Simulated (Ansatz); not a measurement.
SiSe2 (Ibam, No. 72)

Computed with PBE in Ansatz (PAW).

Numerical settings: plane-wave cutoff 500 eV, 10×10×10 k mesh, Fermi–Dirac smearing 0.05 eV, scalar-relativistic PAW data made under PBE.

Cell: relaxed at this level.

For SiSe2 (Ibam, No. 72), the volume per atom comes out as 36.60 Å³/atom and the band gap is 2.21 eV (on the SCF k mesh).

Note: the volume lies 29 % above that of the published cell; the cell has widely spaced layers and the level no dispersion term, so their spacing and the moduli can rest on weak binding.

Spin–orbit coupling is not included.

Cost on a shared machine: roughly 22 core-minutes.

Ansatz is a quantum-chemistry and plane-wave program.
